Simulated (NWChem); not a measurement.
Everything below was run with NWChem. System: chlorine (Cl₂), charge 0, spin multiplicity 1, at a geometry optimised with PBE0/def2-SVP. Level: MP2/def2-TZVP, 10 core orbitals frozen.

The NWChem input:

```
start mol
memory heap 200 mb stack 800 mb global 1000 mb
geometry units angstroms nocenter noautoz
  Cl     0.000000     0.000000     1.012768
  Cl     0.000000     0.000000    -1.012768
  symmetry group D2h
end
basis spherical
  * library def2-tzvp
end
scf
  rhf
  nopen 0
  maxiter 100
  thresh 1e-7
  semidirect memsize 60000000 filesize 0
end
mp2
  freeze core 10
end
task mp2 energy
```

Output (cleaned and shortened):

```
             Northwest Computational Chemistry Package (NWChem) 7.3.0
             --------------------------------------------------------

                                NWChem Input Module
                                -------------------

 Scaling coordinates for geometry "geometry" by  1.889725989
 (inverse scale =  0.529177249)

 Turning off AUTOSYM since
 SYMMETRY directive was detected!

                             Geometry "geometry" -> ""
                             -------------------------

 Output coordinates in angstroms (scale by  1.889725989 to convert to a.u.)

  No.       Tag          Charge          X              Y              Z
 ---- ---------------- ---------- -------------- -------------- --------------
    1 Cl                  17.0000     0.00000000     0.00000000     1.01276800
    2 Cl                  17.0000     0.00000000     0.00000000    -1.01276800

 Effective nuclear repulsion energy (a.u.)      75.5021016466

            Nuclear Dipole moment (a.u.)
            ----------------------------
        X                 Y               Z
 ---------------- ---------------- ----------------
     0.0000000000     0.0000000000     0.0000000000

      Symmetry information
      --------------------

 Group name             D2h
 Group number             26
 Group order               8
 No. of unique centers     1

      Symmetry unique atoms

     1


 Summary of "ao basis" -> "" (spherical)
 ------------------------------------------------------------------------------
       Tag                 Description            Shells   Functions and Types
 ---------------- ------------------------------  ------  ---------------------
 *                         def2-tzvp                  on all atoms

 Summary of "ao basis" -> "ao basis" (spherical)
 ------------------------------------------------------------------------------
       Tag                 Description            Shells   Functions and Types
 ---------------- ------------------------------  ------  ---------------------
 Cl                        def2-tzvp                13       37   5s5p2d1f

                                 NWChem SCF Module
                                 -----------------

  ao basis        = "ao basis"
  functions       =    74
  atoms           =     2
  closed shells   =    17
  open shells     =     0
  charge          =   0.00
  wavefunction    = RHF
  use symmetry    = T
  symmetry adapt  = T

 Summary of "ao basis" -> "ao basis" (spherical)
 ------------------------------------------------------------------------------
       Tag                 Description            Shells   Functions and Types
 ---------------- ------------------------------  ------  ---------------------
 Cl                        def2-tzvp                13       37   5s5p2d1f

      Symmetry analysis of basis
      --------------------------

        ag         16
        au          3
        b1g         3
        b1u        16
        b2g         9
        b2u         9
        b3g         9
        b3u         9

 Forming initial guess at       0.0s

      Superposition of Atomic Density Guess
      -------------------------------------

 Sum of atomic energies:        -918.95537721

      Non-variational initial energy
      ------------------------------

 Total energy =    -919.043424
 1-e energy   =   -1420.630974
 2-e energy   =     426.085448
 HOMO         =      -0.353281
 LUMO         =      -0.124545

      Symmetry analysis of molecular orbitals - initial
[...]
              MO Center=  1.2D-15,  2.5D-17, -4.3D-14, r^2= 3.2D+00
   Bfn.  Coefficient  Atom+Function         Bfn.  Coefficient  Atom+Function
  ----- ------------  ---------------      ----- ------------  ---------------
    20      0.667038  1 Cl pz                57      0.667038  2 Cl pz
     5     -0.460028  1 Cl s                 42      0.460028  2 Cl s
    17      0.362289  1 Cl pz                54      0.362289  2 Cl pz
    14      0.178048  1 Cl pz                51      0.178048  2 Cl pz

 Vector   19  Occ=0.000000D+00  E= 3.902936D-01  Symmetry=ag
              MO Center=  1.4D-14, -8.4D-15,  5.1D-13, r^2= 4.0D+00
   Bfn.  Coefficient  Atom+Function         Bfn.  Coefficient  Atom+Function
  ----- ------------  ---------------      ----- ------------  ---------------
    20      0.777906  1 Cl pz                57     -0.777906  2 Cl pz
    17     -0.553778  1 Cl pz                54      0.553778  2 Cl pz
    28      0.273808  1 Cl d  0              65      0.273808  2 Cl d  0

 Vector   20  Occ=0.000000D+00  E= 4.214450D-01  Symmetry=b1u
              MO Center= -3.0D-16,  1.2D-17, -4.4D-13, r^2= 6.4D+00
   Bfn.  Coefficient  Atom+Function         Bfn.  Coefficient  Atom+Function
  ----- ------------  ---------------      ----- ------------  ---------------
    20      1.583853  1 Cl pz                57      1.583853  2 Cl pz
     5     -0.939451  1 Cl s                 42      0.939451  2 Cl s
    17     -0.668631  1 Cl pz                54     -0.668631  2 Cl pz
    28     -0.304119  1 Cl d  0              65      0.304119  2 Cl d  0

 center of mass
 --------------
 x =   0.00000000 y =   0.00000000 z =   0.00000000

 moments of inertia (a.u.)
 ------------------
         256.170407256312           0.000000000000           0.000000000000
           0.000000000000         256.170407256312           0.000000000000
           0.000000000000           0.000000000000           0.000000000000

  Mulliken analysis of the total density
  --------------------------------------

    Atom       Charge   Shell Charges
 -----------   ------   -------------------------------------------------------
    1 Cl  17    17.00   2.01  0.45  1.52  1.13  0.85  4.18  1.69  1.04  2.77  1.28  0.01  0.06  0.01
    2 Cl  17    17.00   2.01  0.45  1.52  1.13  0.85  4.18  1.69  1.04  2.77  1.28  0.01  0.06  0.01

       Multipole analysis of the density wrt the origin
       ------------------------------------------------

     L   x y z        total         open         nuclear
     -   - - -        -----         ----         -------
     0   0 0 0     -0.000000      0.000000     34.000000

     1   1 0 0     -0.000000      0.000000      0.000000
     1   0 1 0      0.000000      0.000000      0.000000
     1   0 0 1     -0.000000      0.000000      0.000000

     2   2 0 0    -18.968947      0.000000      0.000000
     2   1 1 0     -0.000000      0.000000      0.000000
     2   1 0 1     -0.000000      0.000000      0.000000
     2   0 2 0    -18.968947      0.000000      0.000000
     2   0 1 1      0.000000      0.000000      0.000000
     2   0 0 2    -16.319322      0.000000    124.536464

                   NWChem MP2 Semi-direct Energy/Gradient Module
                   ---------------------------------------------

  Basis functions       =     74
  Molecular orbitals    =     74
  Frozen core           =     10
  Frozen virtuals       =      0
  Active alpha occupied =      7
  Active beta occupied  =      7
  Active alpha virtual  =     57
  Active beta virtual   =     57
  Use MO symmetry       = T
  Use skeleton AO sym   = T

  AO/Fock/Back tols     =   1.0D-09  1.0D-09  1.0D-09

 GA uses MA = F    GA memory limited = T

 Available:
  local mem=  1.15D+08
 global mem=  1.31D+08
 local disk=  0.00D+00
  mp2_memr nvloc                    57
  nvloc new                    57
   1 passes of   7:        4194304                      31113                   3693967.
   1 passes of   7: M    114683656           G      131061048           F     110489352.

 Semi-direct pass number   1 of   1  for RHF alpha+beta  at        0.6s
  vrange nnbf                  2716
  mp2_eaftype                    14  avail_ma_in_mb                   999
 EAF : mp2_eaftype filesize          14    1846984.
  mp2_eaf for mointskh                     14
Node 0 wrote      8.7 Mb in      0.0 s     Agg I/O rate:  1671.8 Mb/s
 Done moints_semi at        1.9s
  mp2_eaftype                    14  avail_ma_in_mb                   985
 EAF : mp2_eaftype filesize          14    1846984.
  mp2_eaf for kh                    14
 Done maket at        1.9s
 Done multipass loop at        1.9s

          -------------------------------------------
          SCF energy                -918.981977877962
          Correlation energy          -0.373244450694
          Singlet pairs               -0.234672910531
          Triplet pairs               -0.138571540163
          Total MP2 energy          -919.355222328656
          -------------------------------------------

          ---------------------------------------------------
                    Spin Component Scaled (SCS) MP2
          Same spin pairs                     -0.092381026775
          Same spin scaling factor             0.333333333333
          Opposite spin pairs                 -0.280863423918
          Opposite spin scaling fact.          1.200000000000
          SCS-MP2 correlation energy          -0.367829784294
          Total SCS-MP2 energy              -919.349807662256
          ---------------------------------------------------

 -----------------------
 Performance information
 -----------------------

 Timer overhead =  1.94D-07 seconds/call

               Nr. of calls         CPU time (s)                 Wall time (s)                GFlops
             ---------------    -------------------     ------------------------------   -------------------
Name         Min   Avg   Max    Min     Avg     Max     Min     Avg     Max   Mx/calls   Min     Max     Sum
mp2: moin     1     1     1    1.3     1.3     1.3      1.3     1.3     1.3     1.3      0.0     0.0     0.0
mp2: make     1     1     1   4.01E-2 4.01E-2 4.01E-2  4.01E-2 4.01E-2 4.01E-2 4.01E-2   0.0     0.0     0.0
mp2: tota     1     1     1    1.4     1.4     1.4      1.4     1.4     1.4     1.4      0.0     0.0     0.0

 The average no. of pstat calls per process was 3.00D+00
 with a timing overhead of 5.81D-07s

 Task  times  cpu:        1.9s     wall:        1.9s

 Total times  cpu:        1.9s     wall:        1.9s
```
